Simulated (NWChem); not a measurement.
Program: NWChem. System: dimethyl sulfide (C₂H₆S), charge 0, spin multiplicity 1, at a geometry optimised with PBE0/def2-SVP. Level: RI-MP2/cc-pVDZ, 7 core orbitals frozen.

Output (cleaned and shortened):

```
             Northwest Computational Chemistry Package (NWChem) 7.3.0
             --------------------------------------------------------

                                NWChem Input Module
                                -------------------

 Scaling coordinates for geometry "geometry" by  1.889725989
 (inverse scale =  0.529177249)

 Turning off AUTOSYM since
 SYMMETRY directive was detected!

                             Geometry "geometry" -> ""
                             -------------------------

 Output coordinates in angstroms (scale by  1.889725989 to convert to a.u.)

  No.       Tag          Charge          X              Y              Z
 ---- ---------------- ---------- -------------- -------------- --------------
    1 C                    6.0000    -1.37909100     0.00000000     0.50694600
    2 S                   16.0000     0.00000000     0.00000000    -0.65474700
    3 C                    6.0000     1.37909100     0.00000000     0.50694600
    4 H                    1.0000    -1.37421300     0.89900700     1.14293500
    5 H                    1.0000    -2.30229500     0.00000000    -0.08957200
    6 H                    1.0000    -1.37421300    -0.89900700     1.14293500
    7 H                    1.0000     1.37421300     0.89900700     1.14293500
    8 H                    1.0000     2.30229500     0.00000000    -0.08957200
    9 H                    1.0000     1.37421300    -0.89900700     1.14293500

 Effective nuclear repulsion energy (a.u.)     110.7294865103

            Nuclear Dipole moment (a.u.)
            ----------------------------
        X                 Y               Z
 ---------------- ---------------- ----------------
     0.0000000000     0.0000000000    -0.0000075589

      Symmetry information
      --------------------

 Group name             C2v
 Group number             16
 Group order               4
 No. of unique centers     4

      Symmetry unique atoms

     1    2    4    5


 Summary of "ao basis" -> "" (spherical)
 ------------------------------------------------------------------------------
       Tag                 Description            Shells   Functions and Types
 ---------------- ------------------------------  ------  ---------------------
 *                          cc-pvdz                   on all atoms

 Summary of "ri-mp2 basis" -> "" (spherical)
 ------------------------------------------------------------------------------
       Tag                 Description            Shells   Functions and Types
 ---------------- ------------------------------  ------  ---------------------
 *                         cc-pvdz-ri                 on all atoms

 Summary of "ao basis" -> "ao basis" (spherical)
 ------------------------------------------------------------------------------
       Tag                 Description            Shells   Functions and Types
 ---------------- ------------------------------  ------  ---------------------
 C                          cc-pvdz                  6       14   3s2p1d
 S                          cc-pvdz                  8       18   4s3p1d
 H                          cc-pvdz                  3        5   2s1p

                                 NWChem SCF Module
                                 -----------------

  ao basis        = "ao basis"
  functions       =    76
  atoms           =     9
  closed shells   =    17
  open shells     =     0
  charge          =   0.00
  wavefunction    = RHF
  use symmetry    = T
  symmetry adapt  = T

 Summary of "ao basis" -> "ao basis" (spherical)
 ------------------------------------------------------------------------------
       Tag                 Description            Shells   Functions and Types
 ---------------- ------------------------------  ------  ---------------------
 C                          cc-pvdz                  6       14   3s2p1d
 S                          cc-pvdz                  8       18   4s3p1d
 H                          cc-pvdz                  3        5   2s1p

      Symmetry analysis of basis
      --------------------------

        a1         28
        a2         11
        b1         23
        b2         14

 Forming initial guess at       0.0s
[...]
 Vector   18  Occ=0.000000D+00  E= 1.774849D-01  Symmetry=a1
              MO Center=  6.1D-15,  1.4D-14,  9.9D-01, r^2= 6.7D+00
   Bfn.  Coefficient  Atom+Function         Bfn.  Coefficient  Atom+Function
  ----- ------------  ---------------      ----- ------------  ---------------
     3      1.469846  1 C  s                 35      1.469846  3 C  s
    48     -0.759100  4 H  s                 58     -0.759100  6 H  s
    63     -0.759100  7 H  s                 73     -0.759100  9 H  s
    53     -0.525148  5 H  s                 68     -0.525148  8 H  s
     9      0.286973  1 C  pz                41      0.286973  3 C  pz

 Vector   19  Occ=0.000000D+00  E= 1.843757D-01  Symmetry=b1
              MO Center= -2.7D-14, -6.0D-17,  5.1D-02, r^2= 6.4D+00
   Bfn.  Coefficient  Atom+Function         Bfn.  Coefficient  Atom+Function
  ----- ------------  ---------------      ----- ------------  ---------------
     3      1.472733  1 C  s                 35     -1.472733  3 C  s
    25      0.798393  2 S  px                53     -0.608447  5 H  s
    68      0.608447  8 H  s                 48     -0.488723  4 H  s
    58     -0.488723  6 H  s                 63      0.488723  7 H  s
    73      0.488723  9 H  s                 22      0.198090  2 S  px

 Vector   20  Occ=0.000000D+00  E= 2.335918D-01  Symmetry=a1
              MO Center=  2.2D-15, -2.1D-16, -1.5D-02, r^2= 8.0D+00
   Bfn.  Coefficient  Atom+Function         Bfn.  Coefficient  Atom+Function
  ----- ------------  ---------------      ----- ------------  ---------------
    53      1.428533  5 H  s                 68      1.428533  8 H  s
     7      0.764058  1 C  px                39     -0.764058  3 C  px
     9      0.563407  1 C  pz                41      0.563407  3 C  pz
    48     -0.530369  4 H  s                 58     -0.530369  6 H  s
    63     -0.530369  7 H  s                 73     -0.530369  9 H  s

 center of mass
 --------------
 x =   0.00000000 y =   0.00000000 z =  -0.13223857

 moments of inertia (a.u.)
 ------------------
         100.385466897934           0.000000000000           0.000000000000
           0.000000000000         317.092965258256           0.000000000000
           0.000000000000           0.000000000000         239.977634945291

  Mulliken analysis of the total density
  --------------------------------------

    Atom       Charge   Shell Charges
 -----------   ------   -------------------------------------------------------
    1 C    6     6.15   2.00  0.65  0.48  1.99  0.97  0.06
    2 S   16    16.09   2.00  2.01  0.88  0.94  6.00  2.32  1.82  0.12
    3 C    6     6.15   2.00  0.65  0.48  1.99  0.97  0.06
    4 H    1     0.94   0.74  0.16  0.03
    5 H    1     0.93   0.74  0.16  0.03
    6 H    1     0.94   0.74  0.16  0.03
    7 H    1     0.94   0.74  0.16  0.03
    8 H    1     0.93   0.74  0.16  0.03
    9 H    1     0.94   0.74  0.16  0.03

       Multipole analysis of the density wrt the origin
       ------------------------------------------------

     L   x y z        total         open         nuclear
     -   - - -        -----         ----         -------
     0   0 0 0     -0.000000      0.000000     34.000000

     1   1 0 0      0.000000      0.000000      0.000000
     1   0 1 0      0.000000      0.000000      0.000000
     1   0 0 1      0.639140      0.000000     -0.000008

     2   2 0 0    -18.063040      0.000000    146.333909
     2   1 1 0      0.000000      0.000000      0.000000
     2   1 0 1      0.000000      0.000000     -0.000000
     2   0 2 0    -21.376651      0.000000     11.544731
     2   0 1 1      0.000000      0.000000      0.000000
     2   0 0 2    -21.268599      0.000000     54.224030

                               NWChem RI-MP2 Module
                               --------------------

 Summary of "ri-mp2 basis" -> "ri-mp2 basis" (spherical)
 ------------------------------------------------------------------------------
       Tag                 Description            Shells   Functions and Types
 ---------------- ------------------------------  ------  ---------------------
 C                         cc-pvdz-ri               18       56   7s5p4d2f
 S                         cc-pvdz-ri               24       76   9s7p5d3f
 H                         cc-pvdz-ri                6       14   3s2p1d

 SCF Reference Information:
            File: './mol.movecs'
           Title: ''
    Size (AOxMO):     76 x     76
       Total Occ:              34.00
 RI-MP2 Calculation Information:
          Nr. of AO basis functions:         76
     Nr. of fitting basis functions:        272
               Nr. of MO spin cases:          1
        Nr. of MOs to be correlated:         69
     Nr. of occupied MOs correlated:         10
      Nr. of virtual MOs correlated:         59

          RI integral approximation: 'V'
    Threshold for Schwarz screening:  1.000E-09
 Smallest eigenvalue retained in fit  1.000E-08
    Type of storage for MO integrals 'EAF library'

 Transformation block size   10, requiring     1 integral passes.
 XForm_3cInts: Completed     1:   10 pass.
 Energy evaluation using block sizes    10   10
 RIMP2_V_E2: Approx. ints. done (    1:   10,    1:   10)
 RIMP2_V_E2: Copy to B done (    1:   10,    1:   10)
 RIMP2_V_E2: Denominators done (    1:   10,    1:   10)
 RIMP2_V_E2: Completed block (    1:   10,    1:   10)

          -------------------------------------------
          SCF energy                -476.758084103166
          Correlation energy          -0.430303853951
          Total MP2 energy          -477.188387957116
          -------------------------------------------

 -----------------------
 Performance information
 -----------------------

 Timer overhead =  1.67D-07 seconds/call

               Nr. of calls         CPU time (s)                 Wall time (s)                GFlops
             ---------------    -------------------     ------------------------------   -------------------
Name         Min   Avg   Max    Min     Avg     Max     Min     Avg     Max   Mx/calls   Min     Max     Sum
Overall       1     1     1    1.2     1.2     1.2      1.2     1.2     1.2     1.2      0.0     0.0     0.0
3c integr     1     1     1   0.30    0.30    0.30     0.30    0.30    0.30    0.30      0.0     0.0     0.0
Energy        1     1     1   3.37E-2 3.37E-2 3.37E-2  3.37E-2 3.37E-2 3.37E-2 3.37E-2   0.0     0.0     0.0
3c integr     1     1     1   0.29    0.29    0.29     0.29    0.29    0.29    0.29      0.0     0.0     0.0
First 2/3     3     3     3   1.86E-3 1.86E-3 1.86E-3  1.86E-3 1.86E-3 1.86E-3 6.19E-4   0.0     0.0     0.0
Final 1/3     1     1     1   3.27E-3 3.27E-3 3.27E-3  3.27E-3 3.27E-3 3.27E-3 3.27E-3   0.0     0.0     0.0
Write 3c      1     1     1   2.91E-4 2.91E-4 2.91E-4  2.91E-4 2.91E-4 2.91E-4 2.91E-4   0.0     0.0     0.0
Read 3c i     1     1     1   1.92E-4 1.92E-4 1.92E-4  1.92E-4 1.92E-4 1.92E-4 1.92E-4   0.0     0.0     0.0
Fitting b     1     1     1   4.36E-2 4.36E-2 4.36E-2  4.36E-2 4.36E-2 4.36E-2 4.36E-2   0.0     0.0     0.0
Schwarz i     1     1     1   7.71E-3 7.71E-3 7.71E-3  7.71E-3 7.71E-3 7.71E-3 7.71E-3   0.0     0.0     0.0
Form 4ci      1     1     1   5.34E-3 5.34E-3 5.34E-3  5.34E-3 5.34E-3 5.34E-3 5.34E-3   0.0     0.0     0.0
Form A &      1     1     1   2.62E-2 2.62E-2 2.62E-2  2.62E-2 2.62E-2 2.62E-2 2.62E-2   0.0     0.0     0.0
Denominat     1     1     1   2.34E-4 2.34E-4 2.34E-4  2.34E-4 2.34E-4 2.34E-4 2.34E-4   0.0     0.0     0.0
Pair Ener     1     1     1   9.97E-4 9.97E-4 9.97E-4  9.97E-4 9.97E-4 9.97E-4 9.97E-4   0.0     0.0     0.0

 The average no. of pstat calls per process was 1.60D+01
 with a timing overhead of 2.68D-06s

 Task  times  cpu:        1.2s     wall:        1.2s

 Total times  cpu:        1.2s     wall:        1.2s
```

Question: Write an NWChem input that would produce this output.

Answer: This is not unique; one that fits is 
```
start mol
memory heap 200 mb stack 900 mb global 1100 mb
geometry units angstroms nocenter noautoz
  C     -1.379091     0.000000     0.506946
  S      0.000000     0.000000    -0.654747
  C      1.379091     0.000000     0.506946
  H     -1.374213     0.899007     1.142935
  H     -2.302295     0.000000    -0.089572
  H     -1.374213    -0.899007     1.142935
  H      1.374213     0.899007     1.142935
  H      2.302295     0.000000    -0.089572
  H      1.374213    -0.899007     1.142935
  symmetry group C2v
end
basis spherical
  * library cc-pvdz
end
basis "ri-mp2 basis" spherical
  * library cc-pvdz-ri
end
scf
  rhf
  nopen 0
  maxiter 100
  thresh 1e-7
  semidirect memsize 60000000 filesize 0
end
mp2
  freeze core 7
end
task rimp2 energy
```
